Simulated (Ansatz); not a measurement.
Atomization energy of C₂H₃N, singlet, from cheap to dear

Geometry (MP2(full)/6-31G*, from the G2/97 set):

```json
{"atom": "C", "x (Å)": "0.0000", "y (Å)": "0.0000", "z (Å)": "-1.3002"}
{"atom": "C", "x (Å)": "0.0000", "y (Å)": "0.0000", "z (Å)": "0.1606"}
{"atom": "N", "x (Å)": "0.0000", "y (Å)": "0.0000", "z (Å)": "1.3389"}
{"atom": "H", "x (Å)": "0.0000", "y (Å)": "1.0250", "z (Å)": "-1.6756"}
{"atom": "H", "x (Å)": "0.8877", "y (Å)": "-0.5125", "z (Å)": "-1.6756"}
{"atom": "H", "x (Å)": "-0.8877", "y (Å)": "-0.5125", "z (Å)": "-1.6756"}
```

Measured, as an electronic atomization energy: 2575.9 kJ/mol (G2/97 heats of formation of molecule and atoms, with zero-point and thermal terms from B3LYP taken off; Curtiss et al., J. Chem. Phys. 106, 1063 (1997), Staroverov et al., J. Chem. Phys. 119, 12129 (2003)). The measured value holds scalar relativity and spin–orbit coupling, which all computed ones lack, and core correlation, which the wave-function levels lack. Atoms are taken at the same level; beside RHF, RMP2 and RCC rows they are unrestricted. The atoms' steps beyond CCSDT(Q) are taken from restricted open-shell runs, which share full CI's core. Ansatz 0.2.0; the 6-31G* set has Cartesian d functions; a miss is computed less measured; times are wall times on shared hosts and scatter by a factor of two or so.

```csv
level,basis,miss (kJ/mol),time of the run,hardware
BCCD(T),STO-3G,-93.7,0.21 s,1 CPU thread
RHF,6-31G,-929.4,0.28 s,1 CPU thread
RHF,6-31G*,-789.0,0.45 s,1 CPU thread
PBE0,STO-3G,270.0,0.46 s,1 CPU thread
PBE0,6-31G,-93.0,0.49 s,1 CPU thread
SPW92,cc-pVDZ,336.1,0.49 s,1 CPU thread
PBE,6-31G,6.7,0.5 s,1 CPU thread
RPA-PBE,STO-3G,-171.4,0.52 s,1 CPU thread
PBE,6-31G*,80.0,0.53 s,1 CPU thread
RHF,cc-pVDZ,-811.1,0.55 s,1 CPU thread
B2PLYP,STO-3G,120.6,0.55 s,1 CPU thread
B3LYP,6-31G*,-12.6,0.64 s,1 CPU thread
r2SCAN,6-31G,-106.9,0.74 s,1 CPU thread
BCCD(T),6-31G*,-214.7,0.79 s,1 CPU thread
RPA-PBE,6-31G*,-269.6,0.8 s,1 CPU thread
r2SCAN0,6-31G,-178.4,0.83 s,1 CPU thread
RPA-PBE,cc-pVDZ,-281.9,0.89 s,1 CPU thread
r2SCAN0,6-31G*,-84.9,0.94 s,1 CPU thread
RCCSDT(Q),STO-3G,-87.6,1 s,1 CPU thread
PBE0,6-31G*,-3.2,1.1 s,1 CPU thread
r2SCAN0,cc-pVDZ,-109.3,1.2 s,1 CPU thread
PBE0,cc-pVTZ,2.9,1.3 s (with forces),H100 + 2 CPU threads
r2SCAN,cc-pVTZ,-12.4,1.3 s (with forces),H100 + 2 CPU threads
r2SCAN,cc-pVQZ,-9.8,1.5 s,H100 + 2 CPU threads
wB97M-V,STO-3G,318.7,1.7 s,1 CPU thread
wB97M-V,6-31G*,14.3,1.9 s,1 CPU thread
BHLYP,cc-pVTZ,-112.3,1.9 s,H100 + 2 CPU threads
wB97M-V,cc-pVQZ,5.1,2.1 s,H100 + 2 CPU threads
wB97M-V,cc-pVDZ,-17.4,2.1 s,1 CPU thread
RHF,cc-pVTZ,-776.5,2.3 s,1 CPU thread
r2SCANh,cc-pVQZ,-34.0,2.4 s,H100 + 2 CPU threads
B2PLYP,cc-pVTZ,-11.2,2.4 s,H100 + 2 CPU threads
r2SCANh,cc-pVTZ,-36.9,2.6 s,H100 + 2 CPU threads
RCCSD(T),cc-pVTZ,-77.4,2.8 s (with forces),H100 + 2 CPU threads
B3LYP,cc-pVQZ,1.2,3 s,H100 + 2 CPU threads
wB97X-V,cc-pVTZ,-4.7,3 s,H100 + 2 CPU threads
B2PLYP,cc-pVQZ,4.6,3.1 s,H100 + 2 CPU threads
RCCSDT(Q),6-31G,-360.8,3.3 s,1 CPU thread
wB97M-V,cc-pVTZ,2.4,4 s (with forces),H100 + 2 CPU threads
RCCSDTQ,6-31G,-361.4,11 s,H100 + 2 CPU threads
```

HF's time is that of a plain UHF run.

The smallest set from which on each level stays within 1 kcal/mol of its own cc-pVQZ value: RHF none (cc-pVTZ is 1.1 kcal/mol off); PBE cc-pVTZ; r2SCAN cc-pVTZ; B3LYP none (cc-pVTZ is 1.2 kcal/mol off); wB97M-V cc-pVTZ; B2PLYP none (cc-pVTZ is 3.8 kcal/mol off); RMP2 none (cc-pVTZ is 10.2 kcal/mol off); RCCSD(T) none (cc-pVTZ is 9.8 kcal/mol off).
